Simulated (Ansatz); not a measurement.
A made-up structure of CH$_{3}$Al$_{2}$, doublet:

```tsv
atom	x (Å)	y (Å)	z (Å)
C1	-0.2805	0.6643	1.3147
Al2	0.7487	-2.2937	-0.8962
Al3	-0.3207	-0.1713	-0.4402
H4	-1.7418	-0.2833	-0.9679
H5	0.4455	0.7816	-1.3432
H6	0.6658	0.9808	1.6724
```

It is relaxed with PBE-D4/def2-SVP and then PBE0-D4/def2-TZVP (Ansatz 0.2.0). Atoms count as bonded within 1.22 times the sum of their covalent radii (H–H: 0.88 Å). The end point is not checked to be a true minimum.

Problem. Does its bonding change? (A judgement: the text doesn't fix the answer.)

Solution. By the calculation: Yes. Formed: C1–Al2, Al2–H5; broken: none.

Where it ends: The first stage lowers the energy by 3.86 eV in 29 steps. It ends as CH₃Al₂ ([H]1[Al]2[CH][AlH]12):
```xyz
6
angstrom
C 0.1785 -0.3576 0.9232
Al 1.5407 -0.7466 -0.2794
Al -0.7507 0.3197 -0.5160
H -2.0216 1.0029 -1.1509
H 0.5265 -0.0484 -1.6252
H 0.0437 -0.4916 1.9879
```

Labels in which every atom is bracketed show which atoms are joined, not bond orders.

For scale, one of the runs: PBE0-D4/def2-TZVP relaxation, 123 basis functions, launched by `ansatz run in.yaml --threads 2 --pin off --events-out ev --progress --plain --max-ram 4352MiB`. Hardware: 2 CPU threads of an Arm Neoverse V2, shared host. Wall time about 21 s.
